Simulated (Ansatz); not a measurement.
Born–Oppenheimer molecular dynamics of CH$_{4}$O (6 atoms, charge 0, multiplicity 1). It goes on from the last frame of an earlier run, with new velocities.

The calculation used UKS r2SCAN-D4/def2-SVP (Ansatz 0.2.0).

| Property | Result |
| --- | --- |
| ensemble | NVT, Langevin thermostat |
| time step | 1 fs |
| steps asked | 100 |
| set temperature | 3000 K |
| friction | 0.05 /fs |
| masses | H 2.014 u |
| seed | 333363 |

First frame:

```xyz
6
Properties=species:S:1:pos:R:3
C -0.256 -0.107 -0.358
O -0.173 0.490 0.940
H -0.916 -1.016 -0.162
H 0.757 -0.598 -0.655
H -0.576 0.519 -1.217
H 0.563 1.098 1.050
```

Q: How far do the bonds stretch over the last three quarters of this one trajectory? (Pairs bonded in most of those frames.)

A: 
```csv
bond,mean (Å),spread (Å),shortest,longest
C1–O2,1.424,0.070,1.27,1.52
C1–H3,1.156,0.095,0.96,1.33
C1–H4,1.152,0.129,0.91,1.36
C1–H5,1.130,0.083,1.00,1.28
O2–H6,0.982,0.064,0.88,1.10
```

Mean temperature of the second half: 3217 K. A run of 0.1 ps of so small a system gives no equilibrium averages.

Time of the run: 2.7 min on 1 thread of Arm Neoverse V2, on a shared host, peak memory 0.19 GiB.
